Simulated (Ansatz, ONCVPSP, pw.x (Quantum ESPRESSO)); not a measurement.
## From atom to crystal: ONCV potential for chlorine (Cl)

* Element: chlorine
* Generator: ONCVPSP 4.0.1.1 (patched build)
* Type: optimised norm-conserving Vanderbilt (ONCV)
* Functional: PBEsol
* Relativity: scalar-relativistic
* Frozen core: [Ne]
* Valence charge: 7
* Reference configuration: 3s2 3p5
* Partial waves: 3s: rc 1.30 bohr, ncon 3, nbas 7, qcut 5.9 1/bohr, 1 projector; 3p: rc 1.50 bohr, ncon 3, nbas 7, qcut 5 1/bohr, 2 projectors, debl 0.5 Ha; d scattering state at 0.15 Ha: rc 1.30 bohr, ncon 4, nbas 7, qcut 6.6 1/bohr, 2 projectors, debl 3.3 Ha
* Local potential: polynomial inside 0.85 bohr (lpopt 5, dvloc0 6 Ha)
* Core correction: polynomial model core, fcfact 0.2

Atomic tests: cutoffs needed: 15 Ha and 29 Ha (the cutoffs (Ha) at which the residual kinetic energy of the hardest occupied pseudo-wave falls to 1 and 0.1 mHa per electron) The cutoffs count occupied waves only; projector 2 of the d channel, the hardest unoccupied one, needs 54 Ha at the loose tolerance.; ghost test: no bound ghost flagged; GHOST(+) flagged for s at 45.7 eV; largest excitation error: +78 meV (all-electron minus pseudo) for 3s2 3p2, out of 4 test configurations.

Crystal test: bcc Cl in pw.x 7.5, no spin, 14³ k-points, Fermi–Dirac smearing 0.01 Ry, cutoffs 70/280 Ry. The reference is all-electron LAPW (Ansatz 0.2.0) with the same functional, mesh and smearing; V0 and B0 come from Birch–Murnaghan fits to the pressures at five volumes. Errors are pseudo minus all-electron; Δ is the rms difference of the E(V) curves that follow from these fits, minima aligned, over ±6 % about the mean V0. Mesh and smearing are coarse, so the numbers serve the comparison and aren't converged zero-temperature values; the lattice is a test structure that the element need not adopt.

All-electron: a0 = 3.390 Å (V0 = 19.47 Å³/atom), B0 = 42.6 GPa.

Task: How far does the potential miss the all-electron equation of state?

Result: mean pressure error (GPa): -0.03; a0 (Å): 3.389; a0 error (%): -0.02; B0 error (%): -0.2; Δ (meV/atom): 0.1.

```csv
V (Å³/atom),P all-electron (GPa),P pseudo (GPa)
18.640,2.09,2.05
19.130,0.79,0.76
19.621,-0.32,-0.35
20.112,-1.26,-1.29
20.602,-2.07,-2.09
```

Task: At the middle volume, how do free energy and pressure move when the wave cutoff is lowered (ecutrho kept at four times it)?

Result:

| cutoff (Ry) | shift of F (meV/atom) | shift of P (GPa) |
| --- | --- | --- |
| 32 | +21.9 | +0.21 |
| 42 | +10.9 | -0.05 |
| 56 | +3.2 | -0.15 |

Input at the middle volume:

```
&control
  calculation='scf', prefix='x', pseudo_dir='./', outdir='./tmp', tstress=.true., disk_io='none'
/
&system
  ibrav=0, nat=1, ntyp=1, ecutwfc=70, ecutrho=280, nbnd=11,
  occupations='smearing', smearing='fd', degauss=0.01
/
&electrons
  conv_thr=1e-09, mixing_beta=0.4, electron_maxstep=70
/
ATOMIC_SPECIES
Cl 1.0 Cl.UPF
CELL_PARAMETERS angstrom
  -1.69910564 1.69910564 1.69910564
  1.69910564 -1.69910564 1.69910564
  1.69910564 1.69910564 -1.69910564
ATOMIC_POSITIONS crystal
Cl 0.0000 0.0000 0.0000
K_POINTS automatic
14 14 14 0 0 0
```

```bash
pw.x < Cl.scf.in > Cl.scf.out
```

Lines of the output:

```
Message from routine setup:
     using ibrav=0 with symmetry is DISCOURAGED, use correct ibrav instead
     lattice parameter (alat)  =       5.5613  a.u.
     unit-cell volume          =     132.4091 (a.u.)^3
     number of electrons       =         7.00
     number of Kohn-Sham states=           11
     kinetic-energy cutoff     =      70.0000  Ry
     charge density cutoff     =     280.0000  Ry
     scf convergence threshold =      1.0E-09
     Exchange-correlation= PBESOL
     number of k points=   104  Fermi-Dirac smearing, width (Ry)=  0.0100
     iteration #  1     ecut=    70.00 Ry     beta= 0.40
     total energy              =     -33.37187026 Ry
     estimated scf accuracy    <       0.00040538 Ry
     iteration #  2     ecut=    70.00 Ry     beta= 0.40
     total energy              =     -33.37189794 Ry
     estimated scf accuracy    <       0.00008095 Ry
     iteration #  3     ecut=    70.00 Ry     beta= 0.40
     total energy              =     -33.37190995 Ry
     estimated scf accuracy    <       0.00000479 Ry
     iteration #  4     ecut=    70.00 Ry     beta= 0.40
     total energy              =     -33.37191032 Ry
     estimated scf accuracy    <       0.00000001 Ry
     iteration #  5     ecut=    70.00 Ry     beta= 0.40
     the Fermi energy is     4.2911 ev
!    total energy              =     -33.37191034 Ry
     estimated scf accuracy    <          2.9E-10 Ry
     smearing contrib. (-TS)   =      -0.00712347 Ry
     The total energy is F=E-TS. E is the sum of the following terms:
     one-electron contribution =       0.72606738 Ry
     hartree contribution      =       3.15667079 Ry
     xc contribution           =      -9.47874813 Ry
     ewald contribution        =     -27.76877691 Ry
     convergence has been achieved in   5 iterations
          total   stress  (Ry/bohr**3)                   (kbar)     P=       -3.45
     Message from routine punch:
     Nothing written, as per user request (disk_io='none')
```

The run at the middle volume (104 k-points, 5 iterations) took about 15 s on one core of a shared host (Neoverse-V1, 32 threads, 247 GiB, load 19).
